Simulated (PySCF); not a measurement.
Isomers of C4H9N, one GFN2-xTB conformer each. Single-point energies are computed at PBE0/pcSseg-1 (PySCF, gas phase, no added dispersion term), electronic only.

Question: Rank them by PBE0/pcSseg-1 energy, lowest first (kcal/mol).
A. `[CH3:1][NH:2][CH:3]1[CH2:4][CH2:5]1` with C1–N2–C3–C4 -90°
B. `[CH3:1]/[CH:2]=[N:3]\[CH2:4][CH3:5]` with C2–N3–C4–C5 180°
C. `CN(C)C=C`
D. `[NH2:1][CH:2]1[CH2:3][CH2:4][CH2:5]1` with H–N1–C2–C3 -56° and -175°, N1–C2–C3–C4 135°, C2–C3–C4–C5 -12°, C3–C4–C5–C2 12°, N1–C2–C5–C4 -131° (cyclobutylamine)

Answer: B (0.0), D (2.9), C (6.3), A (9.8).

As drawn, the lowest has a C=N bond, which the highest lacks; the highest has a three-membered ring and an N–H bond, which the lowest lacks. GFN2-xTB itself gives, in the same order: 0.1, 0.0, 3.5, 7.4. GFN2-xTB puts NC1CCC1 lowest instead; measured from each level's own lowest isomer, the values differ by up to 2.9 kcal/mol (NC1CCC1: 0.0 against 2.9).

Q: Which frontier levels, dipoles and rotational constants go with these structures?

A: 
| SMILES | HOMO (eV, PBE0/pcSseg-1) | LUMO (eV) | dipole (D) | A, B, C (MHz) |
| --- | --- | --- | --- | --- |
| C/C=N\CC | -6.75 | 0.15 | 2.07 | 15806, 2588, 2320 |
| NC1CCC1 | -6.54 | 1.45 | 1.20 | 9730, 4353, 3475 |
| C=CN(C)C | -5.59 | 1.15 | 1.61 | 8725, 4101, 2936 |
| CNC1CC1 | -6.42 | 1.66 | 1.00 | 12821, 3344, 2996 |
